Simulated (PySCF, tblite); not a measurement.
**C3H3N2−: geometry, infrared bands, NMR shifts and spin-spin couplings**

Wanted: the infrared bands, NMR shifts and spin-spin couplings of C3H3N2− (`C=N[CH-]C#N`), by calculation.

Computed with tblite 0.8.0 and PySCF 2.14.0, with density-fitted response routines of our own, on a single molecule in the gas phase. Atoms are numbered from 0 throughout.

## (1) The starting structure

8 atoms, charge -1, multiplicity 1; geometry from: force field or distance geometry start.

Bonds of the start (Å): C0–N1 1.28, N1–C2 1.38, C2–C3 1.41, C3–N4 1.16, C0–H5 1.11, C0–H6 1.10, C2–H7 1.09.

## (2) Optimising the geometry with GFN2-xTB

What the job is given:

```
{"job": {"kind": "relax", "xc": "GFN2-xTB", "basis": "xTB"}, "charge": -1, "multiplicity": 1}
C     -1.533900    -0.373700     0.114900
N     -0.322300    -0.708400    -0.106600
C      0.620400     0.289400    -0.017600
C      1.998500     0.063300    -0.242200
N      3.136500    -0.098900    -0.392900
H     -1.877500     0.656600     0.345700
H     -2.331900    -1.134900     0.064200
H      0.319200     1.316000     0.210100
```

On the command line:

```bash
$ OMP_NUM_THREADS=1 python probes_run.py task.json out
```

This one command runs all jobs of the session in turn.

**Question.** This job is followed by: GFN2-xTB harmonic vibrations, gas phase; GIAO PBE0/pcSseg-1 NMR shielding, non-relativistic, gas phase; B3LYP/pcJ-1 indirect spin-spin coupling, non-relativistic, gas phase. What will the session give for the following? strongest single infrared mode (GFN2-xTB); zero-point energy (GFN2-xTB); 13C shifts against TMS (PBE0/pcSseg-1); 1H shifts against TMS (PBE0/pcSseg-1); 15N shifts against NH3 (PBE0/pcSseg-1); largest coupling of the table (B3LYP/pcJ-1).

As calculated:

| quantity | value |
| --- | --- |
| strongest single infrared mode (GFN2-xTB) | 2282 cm⁻¹, 961 km/mol |
| zero-point energy (GFN2-xTB) | 32.1 kcal/mol |
| 13C shifts against TMS (PBE0/pcSseg-1) | 139.2, 90.6, 66.6 ppm |
| 1H shifts against TMS (PBE0/pcSseg-1) | 6.00, 4.82, 4.30 ppm |
| 15N shifts against NH3 (PBE0/pcSseg-1) | 398.3, 290.9 ppm |
| largest coupling of the table (B3LYP/pcJ-1) | 1J(C,H) C0–H6, 180.8 Hz |

What this shows: Over 26 steps the energy fell by 0.142 eV; of the close pairs, C2–C3 changed most, 1.414 to 1.366 Å. All 18 modes are real, so the xTB geometry is a minimum. The strongest single mode, at 2282 cm⁻¹, moves mainly C3 and N4. Unscaled tight-binding wavenumbers are off by several per cent, some by more. Its intensities can rank the bands wrongly. At PBE0/pcSseg-1: The largest span, 761 ppm, is at N1, where the paramagnetic term is -456 ppm. Of the pairs tabulated at B3LYP/pcJ-1, C0–H6 couples most strongly (180.8 Hz; Fermi contact 178.4 Hz). At PBE0/pcSseg-1 the HOMO lies above zero (+0.17 eV), as often for anions in the gas phase: self-interaction error lifts it, or the electron is held by the finite basis alone; counter-ions and solvent are missing.
